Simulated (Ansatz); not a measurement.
# CH7Si: the cost of one run

Program: Ansatz 0.2.0. Level of theory: UKS revPBE-D4/def2-mTZVP. These are calculated values, not measurements.

### 1 The structure to begin with

Bond lengths: Si2–H4 1.454 Å, Si2–H5 1.454 Å, Si2–H6 1.454 Å, C3–H7 1.077 Å, C3–H8 1.077 Å, C3–H9 1.078 Å. Angles: H4–Si2–H5 113.3°, H4–Si2–H6 113.3°, H5–Si2–H6 113.3°, H7–C3–H8 112.5°, H7–C3–H9 112.6°, H8–C3–H9 112.5°.

Coordinates:

```xyz
9

H    -0.2111   -0.0445   -0.1121
Si    1.4347    0.2370    0.7415
C    -1.4361   -0.2392   -0.7423
H     1.3154    1.5387    1.3785
H     1.5775   -0.8560    1.6898
H     2.4241    0.2073   -0.3235
H    -1.5242   -1.3000   -0.9083
H    -1.3975    0.3206   -1.6617
H    -2.1829    0.1361   -0.0620
```

### 2 A restrained relaxation towards end A

Springs on the bonds that form and break draw the guess towards this end; the thresholds are loose.

Contents of input.yaml:

```yaml
crystal:
  periodic: [false, false, false]
  atoms:
    - { symbol: H, position_ang: [-0.2111, -0.0445, -0.1121] }
    - { symbol: Si, position_ang: [1.4347, 0.237, 0.7415] }
    - { symbol: C, position_ang: [-1.4361, -0.2392, -0.7423] }
    - { symbol: H, position_ang: [1.3154, 1.5387, 1.3785] }
    - { symbol: H, position_ang: [1.5775, -0.856, 1.6898] }
    - { symbol: H, position_ang: [2.4241, 0.2073, -0.3235] }
    - { symbol: H, position_ang: [-1.5242, -1.3, -0.9083] }
    - { symbol: H, position_ang: [-1.3975, 0.3206, -1.6617] }
    - { symbol: H, position_ang: [-2.1829, 0.1361, -0.062] }
magnetization:
  spin_polarized: true
  initial_magnetization: 1
basis:
  gaussian: { orbitals: def2-mTZVP }
hamiltonian:
  xc: revpbe
  dispersion: d4
relax:
  f_tol: 0.15
  max_steps: 25
  restrain:
    - { distance: [0, 2], at: 2.37, k: 30.0 }
    - { distance: [1, 0], at: 1.42, k: 30.0 }
output:
  orbitals: {}
```

Launch:

```bash
$ ansatz run input.yaml --threads 2 --pin off --max-ram 3072MiB --backend cpu --events-out ev --progress --plain --runs-dir out
```

Q: Estimate wall time and peak memory on 2 threads of Arm Neoverse V1, shared host.

About 8.8 s, with a peak of 0.13 GiB.
